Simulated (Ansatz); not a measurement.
**Cost against result**

Saddle point of NH4O, doublet (H₂O + NH₂ → NH₃ + OH; bonds formed: H1–N3; bonds broken: H1–O2), PBE0-D4/def2-TZVP structure:

| atom | x (Å) | y (Å) | z (Å) |
| --- | --- | --- | --- |
| H1 | -0.2970 | -0.3889 | -0.3370 |
| O2 | 0.4663 | -1.3471 | 0.0455 |
| N3 | -0.6716 | 0.6726 | -0.1656 |
| H4 | 1.3713 | -1.0215 | -0.0414 |
| H5 | 0.0852 | 1.3362 | -0.3096 |
| H6 | -0.9542 | 0.7487 | 0.8081 |

Barriers are electronic and count from the start structure reached by relaxing down the imaginary mode. Spin–orbit coupling is left out.

Ansatz 0.2.0; basis: as named in each row; cores frozen in the correlated methods; orbitals are unrestricted. B3LYP uses VWN-RPA correlation. Extrapolation: Hartree–Fock as exp(−7.88 √X), correlation as X^−2.97.

Times are rough, for one single point on 2 threads of a shared host (Arm Neoverse V2).

The estimate by CCSD(T) at an estimated basis limit (MP2 extrapolated from triple and quadruple zeta, plus CCSD(T) − MP2 in triple zeta) is 19.90 kcal/mol.

```csv
method,basis,time (s),barrier (kcal/mol),method less estimate
SPW92,def2-TZVPP,under 1,-2.41,-22.31
PBE-D4,def2-TZVPP,1,4.07,-15.83
BLYP-D4,def2-TZVPP,1,5.16,-14.74
PBE0-D4,def2-TZVPP,1,12.20,-7.70
B3LYP-D4,def2-TZVPP,1,11.23,-8.67
BHLYP-D4,def2-TZVPP,1,20.03,0.13
CAM-B3LYP-D4,def2-TZVPP,2,14.34,-5.57
RPA on PBE,def2-TZVPP,2,12.14,-7.76
r2SCAN-D4,def2-TZVPP,2,8.82,-11.09
PBE-QIDH,def2-TZVPP,2,19.16,-0.74
B2PLYP,def2-TZVPP,2,15.19,-4.71
r2SCAN0-D4,def2-TZVPP,3,15.12,-4.79
B97M-V,def2-TZVPP,4,11.63,-8.28
wB97X-V,def2-TZVPP,4,15.56,-4.34
wB97M-V,def2-TZVPP,4,16.08,-3.82
MP2,def2-QZVPP,6,24.80,4.90
CCSD(T),def2-TZVPP,20,19.50,-0.40
```

All methods are single points on the PBE0-D4 structures; a negative value means that the method puts the saddle structure below the start.

The T1 diagnostic stays at or below 0.040. ⟨S²⟩ of the unrestricted Hartree–Fock references: 0.76 to 0.79 (a pure state has 0.75).
